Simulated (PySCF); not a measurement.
Species: C₄H₃P.
InChI=1S/C4H3P/c1-2-3-4-5/h1H,3H2

Computed, not measured: TDDFT B3LYP/def2-SVPD, vertical, gas phase, core orbitals frozen in the response (PySCF 2.14.0, density-fitted response routines). Geometry: GFN2-xTB; no solvent, vibrations or thermal averaging.

Each state is given a Gaussian of 0.5 eV full width at half maximum, with ε(max) = 2.175×10⁸ f / Δν̃ (Δν̃ the width in cm⁻¹). The cross-section is σ = 3.8235×10⁻²¹ ε cm², given in Mb (10⁻¹⁸ cm²). The width is an assumption, not a result. The curve ends short of the highest state used, and states not computed would add to its high-energy end.

(λ (nm), σ (Mb)): (201.3, 1.87), (203.8, 3.45), (206.4, 5.72), (208.9, 8.20), (211.4, 10.44), (214.0, 11.97), (216.5, 12.30), (219.1, 11.44), (221.6, 9.74), (224.2, 7.55), (226.7, 5.46), (229.2, 3.68), (231.8, 2.27), (234.3, 1.34), (236.9, 0.74), (239.4, 0.41), (241.9, 0.24), (244.5, 0.16), (247.0, 0.16), (249.6, 0.19), (252.1, 0.24), (254.7, 0.31), (257.2, 0.38), (259.7, 0.43), (262.3, 0.48), (264.8, 0.50), (267.4, 0.50), (269.9, 0.48), (272.4, 0.45), (275.0, 0.40), (277.5, 0.34), (280.1, 0.28), (282.6, 0.23), (285.2, 0.18), (287.7, 0.14), (290.2, 0.10), (292.8, 0.07), (295.3, 0.05), (297.9, 0.04), (300.4, 0.03), (302.9, 0.02), (305.5, 0.01), (308.0, 0.01), (310.6, 0.01), (313.1, 0.00), (315.7, 0.00), (318.2, 0.00), (320.7, 0.00), (323.3, 0.00), (325.8, 0.00), (328.4, 0.00), (330.9, 0.00), (333.4, 0.00), (336.0, 0.00), (338.5, 0.00), (341.1, 0.00)

Question: Where are the band maxima, and which computed states make them?

Answer: 266 nm (4.66 eV), ε about 130, made up of S2 (80%) and S3 (20%); 216 nm (5.74 eV), ε about 3200, made up of S5 (93%) (ε in L mol⁻¹ cm⁻¹; maxima over ε = 5, shares over 10%). The states used: S1 4.39 eV (f 0.0000); S2 4.66 eV (f 0.0019); S3 4.66 eV (f 0.0005); S4 5.65 eV (f 0.0003); S5 5.74 eV (f 0.056); S6 5.83 eV (f 0.0039); S7 5.86 eV (f 0.0003); S8 6.76 eV (f 0.0050).

Question: Coming from long wavelengths, where does ε first pass 100 L mol⁻¹ cm⁻¹?

Answer: At about 276 nm (4.50 eV), 0.11 eV above S1.

Question: What would ε be at 5.74 eV, the highest of these maxima, with half the width (0.25 eV)?

Answer: About 6330 L mol⁻¹ cm⁻¹ against 3220, a factor of about 1.96; a lone state at its own centre would give exactly 2.

Question: On this curve, what absorbance would a 10⁻³ mol/L sample give at 308 nm over a 1 cm path?

Answer: 308 nm is 4.025 eV, where ε is about 2.1 L mol⁻¹ cm⁻¹, so A = ε c l ≈ 0.0021 (Beer–Lambert, with the gas-phase spectrum and the assumed width).

Cost: about 21 s of CPU time on one thread; the machine was shared, so the figure is rough.
